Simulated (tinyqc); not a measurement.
Inside a calculation. Method: RHF in the sto-6g basis, for H2O, spin multiplicity 1. One step of it, computed by the program tinyqc.

Problem. Iteration 2: building the Fock matrix. J_ij = sum D_kl (ij|kl), K_ij = sum D_kl (ik|jl); F = H + J - 0.5 K; E = tr D H + tr D J / 2 - 0.25 tr D K + E_nn.

D after iteration 1, lower triangle:
```
            1O 1s      1O 2s    1O 2px     1O 2py     1O 2pz     2H 1s     3H 1s
1O 1s    2.117090
1O 2s   -0.512319   2.235131
1O 2px   0.000000   0.000000  2.000000
1O 2py  -0.000216   0.001239  0.000000   2.070800
1O 2pz  -0.015056   0.077469  0.000000   0.000653   2.049068
2H 1s    0.026477  -0.103279  0.000000  -0.094969  -0.066669  0.011070
3H 1s    0.026108  -0.101904  0.000000   0.094233  -0.066265  0.002325  0.010868
```

core Hamiltonian H = T + V (hartree), lower triangle:
```
             1O 1s      1O 2s     1O 2px     1O 2py     1O 2pz      2H 1s      3H 1s
1O 1s   -32.788094
1O 2s    -7.245391  -9.012703
1O 2px    0.000000   0.000000  -7.279110
1O 2py   -0.000118  -0.001305   0.000000  -7.347052
1O 2pz   -0.013829  -0.162616   0.000000  -0.000776  -7.344684
2H 1s    -0.932992  -2.300153   0.000000  -1.249384  -1.270231  -4.171603
3H 1s    -0.910333  -2.256669   0.000000   1.229815  -1.249535  -0.925648  -4.144271
```

Two-electron integrals (ij|kl) in chemists' order, unique and non-zero (hartree):
```
(11|11) 4.787491    (21|11) 0.675884    (21|21) 0.121505    (22|11) 1.117379
(22|21) 0.249212    (22|22) 0.817383    (31|31) 0.025762    (32|31) 0.039145
(32|32) 0.180664    (33|11) 1.117381    (33|21) 0.249212    (33|22) 0.817382
(33|33) 0.880663    (41|41) 0.025762    (42|41) 0.039145    (42|42) 0.180664
(43|43) 0.047461    (44|11) 1.117381    (44|21) 0.249212    (44|22) 0.817382
(44|33) 0.785741    (44|44) 0.880663    (51|51) 0.025762    (52|51) 0.039145
(52|52) 0.180664    (53|53) 0.047461    (54|54) 0.047461    (55|11) 1.117381
(55|21) 0.249212    (55|22) 0.817382    (55|33) 0.785741    (55|44) 0.785741
(55|55) 0.880663    (61|11) 0.091869    (61|21) 0.015846    (61|22) 0.031843
(61|33) 0.031776    (61|41) 0.000555    (61|42) 0.001090    (61|44) 0.031878
(61|51) 0.000545    (61|52) 0.001072    (61|54) 0.000100    (61|55) 0.031875
(61|61) 0.002106    (62|11) 0.247119    (62|21) 0.056004    (62|22) 0.206439
(62|33) 0.202877    (62|41) 0.003214    (62|42) 0.024757    (62|44) 0.208312
(62|51) 0.003159    (62|52) 0.024334    (62|54) 0.005342    (62|55) 0.208128
(62|61) 0.007361    (62|62) 0.068004    (63|31) 0.005899    (63|32) 0.034249
(63|43) 0.004986    (63|53) 0.004901    (63|63) 0.009052    (64|11) 0.135475
(64|21) 0.031108    (64|22) 0.122201    (64|33) 0.116908    (64|41) 0.007413
(64|42) 0.047696    (64|44) 0.129884    (64|51) 0.001488    (64|52) 0.013217
(64|54) 0.007853    (64|55) 0.119810    (64|61) 0.004254    (64|62) 0.048900
(64|64) 0.043744    (65|11) 0.133158    (65|21) 0.030576    (65|22) 0.120111
(65|33) 0.114908    (65|41) 0.001488    (65|42) 0.013217    (65|44) 0.117861
(65|51) 0.007361    (65|52) 0.047240    (65|54) 0.007888    (65|55) 0.127562
(65|61) 0.004181    (65|62) 0.048064    (65|64) 0.034099    (65|65) 0.042568
(66|11) 0.424871    (66|21) 0.098053    (66|22) 0.415389    (66|33) 0.400167
(66|41) 0.006503    (66|42) 0.070429    (66|44) 0.423393    (66|51) 0.006392
(66|52) 0.069225    (66|54) 0.022828    (66|55) 0.422605    (66|61) 0.012973
(66|62) 0.182992    (66|64) 0.149649    (66|65) 0.147090    (66|66) 0.774999
(71|11) 0.089626    (71|21) 0.015460    (71|22) 0.031069    (71|33) 0.031004
(71|41) -0.000541   (71|42) -0.001065   (71|44) 0.031104    (71|51) 0.000532
(71|52) 0.001045    (71|54) -0.000098   (71|55) 0.031100    (71|61) 0.002029
(71|62) 0.006978    (71|64) 0.003706    (71|65) 0.003968    (71|66) 0.012217
(71|71) 0.002005    (72|11) 0.242236    (72|21) 0.054902    (72|22) 0.202517
(72|33) 0.199020    (72|41) -0.003152   (72|42) -0.024328   (72|44) 0.204362
(72|51) 0.003095    (72|52) 0.023888    (72|54) -0.005246   (72|55) 0.204170
(72|61) 0.007011    (72|62) 0.054072    (72|64) 0.027021    (72|65) 0.037301
(72|66) 0.118330    (72|71) 0.007041    (72|72) 0.065597    (73|31) 0.005769
(73|32) 0.033539    (73|43) -0.004894   (73|53) 0.004806    (73|63) 0.006957
(73|73) 0.008707    (74|11) -0.133228   (74|21) -0.030594   (74|22) -0.120254
(74|33) -0.115057   (74|41) 0.007256    (74|42) 0.046775    (74|44) -0.127800
(74|51) -0.001460   (74|52) -0.012997   (74|54) 0.007707    (74|55) -0.117905
(74|61) -0.003737   (74|62) -0.027140   (74|64) -0.007057   (74|65) -0.018358
(74|66) -0.054581   (74|71) -0.004081   (74|72) -0.047314   (74|74) 0.042373
(75|11) 0.130819    (75|21) 0.030041    (75|22) 0.118080    (75|33) 0.112977
(75|41) -0.001460   (75|42) -0.012997   (75|44) 0.115878    (75|51) 0.007202
(75|52) 0.046301    (75|54) -0.007743   (75|55) 0.125385    (75|61) 0.003995
(75|62) 0.037354    (75|64) 0.018312    (75|65) 0.032272    (75|66) 0.088963
(75|71) 0.004007    (75|72) 0.046459    (75|74) -0.033058   (75|75) 0.041167
(76|11) 0.089051    (76|21) 0.020445    (76|22) 0.083231    (76|33) 0.081054
(76|41) -3.32e-06   (76|42) -0.000038   (76|44) 0.082261    (76|51) 0.001675
(76|52) 0.016058    (76|54) -0.000010   (76|55) 0.086376    (76|61) 0.002667
(76|62) 0.028732    (76|64) 0.017940    (76|65) 0.022826    (76|66) 0.086445
(76|71) 0.002603    (76|72) 0.028273    (76|74) -0.017742   (76|75) 0.022503
(76|76) 0.016196    (77|11) 0.421464    (77|21) 0.097273    (77|22) 0.412394
(77|33) 0.397374    (77|41) -0.006415   (77|42) -0.069681   (77|44) 0.420314
(77|51) 0.006299    (77|52) 0.068422    (77|54) -0.022525   (77|55) 0.419492
(77|61) 0.012422    (77|62) 0.119737    (77|64) 0.055041    (77|65) 0.089841
(77|66) 0.297897    (77|71) 0.012555    (77|72) 0.179097    (77|74) -0.146884
(77|75) 0.144228    (77|76) 0.086445    (77|77) 0.774999
```

nuclear repulsion = 7.15612972 hartree

Give: Coulomb J; exchange K; Fock matrix F; total energy of this density.

Solution.

Coulomb J (hartree), lower triangle:
```
          1O 1s   1O 2s  1O 2px   1O 2py  1O 2pz   2H 1s   3H 1s
1O 1s   18.6116
1O 2s    3.3500  8.7908
1O 2px   0.0000  0.0000  8.7914
1O 2py   0.0000  0.0000  0.0000   8.7908
1O 2pz   0.0017  0.0012  0.0000   0.0000  8.7901
2H 1s    0.4394  2.1479  0.0000   1.2490  1.2272  4.1628
3H 1s    0.4287  2.1068  0.0000  -1.2290  1.2063  0.8433  4.1322
```

exchange K (hartree), lower triangle:
```
         1O 1s   1O 2s  1O 2px   1O 2py  1O 2pz   2H 1s   3H 1s
1O 1s   9.8751
1O 2s   1.5875  2.8424
1O 2px  0.0000  0.0000  2.3589
1O 2py  0.0000  0.0001  0.0000   2.3656
1O 2pz  0.0003  0.0095  0.0000   0.0000  2.3620
2H 1s   0.2263  0.6471  0.0000   0.3034  0.3026  0.2710
3H 1s   0.2208  0.6340  0.0000  -0.2981  0.2970  0.1543  0.2611
```

Fock matrix F (hartree), lower triangle:
```
           1O 1s    1O 2s  1O 2px   1O 2py   1O 2pz    2H 1s    3H 1s
1O 1s   -19.1140
1O 2s    -4.6892  -1.6431
1O 2px    0.0000   0.0000  0.3329
1O 2py   -0.0001  -0.0013  0.0000   0.2610
1O 2pz   -0.0123  -0.1661  0.0000  -0.0008   0.2644
2H 1s    -0.6067  -0.4757  0.0000  -0.1521  -0.1944  -0.1443
3H 1s    -0.5920  -0.4669  0.0000   0.1499  -0.1917  -0.1595  -0.1426
```

total energy of this density = -74.250271 hartree
